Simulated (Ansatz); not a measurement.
`C=C1CC1(C)O`, relaxed with RKS PBE0-D4/def2-TZVP in the Gaussian-basis code of Ansatz from a PBE-D4/def2-SVP geometry. The force threshold is 0.005 eV/Å; the program also tests the step.

The species carries charge 0 and has multiplicity 1.

Start:

```xyz
14

C    -0.798   -0.343    1.956
C    -0.291    0.200    0.847
C    -0.022    1.404    0.036
C     0.468    0.007   -0.404
C    -0.162   -0.659   -1.610
O     1.856   -0.237   -0.316
H    -1.313    0.270    2.714
H    -0.719   -1.426    2.151
H     0.757    2.102    0.390
H    -0.849    1.878   -0.523
H    -1.233   -0.398   -1.707
H    -0.075   -1.762   -1.531
H     0.367   -0.340   -2.532
H     2.013   -0.695    0.528
```

(1) How much energy does the relaxation release, and in how many steps? (Best estimate.)

(2) Which bonds change most? (An estimate is asked.)

(3) Give the relaxed structure. (Estimate.)

## Answers

(1) The calculation gave: 7.78 kJ/mol, in 26 steps, 8 of them rejected.

(2) Computed: C3–C4 from 1.544 to 1.518 Å; C1–C2 from 1.335 to 1.315 Å; C3–H10 from 1.105 to 1.086 Å; C3–H9 from 1.104 to 1.086 Å.

(3) Ansatz gave: 
```xyz
14

C    -0.882   -0.283    1.930
C    -0.331    0.231    0.853
C    -0.068    1.405    0.017
C     0.484    0.040   -0.350
C    -0.068   -0.692   -1.540
O     1.872   -0.076   -0.191
H    -1.458    0.326    2.618
H    -0.776   -1.337    2.170
H     0.653    2.130    0.381
H    -0.868    1.815   -0.594
H    -1.140   -0.520   -1.643
H     0.091   -1.769   -1.439
H     0.435   -0.356   -2.450
H     2.055   -0.916    0.238
```
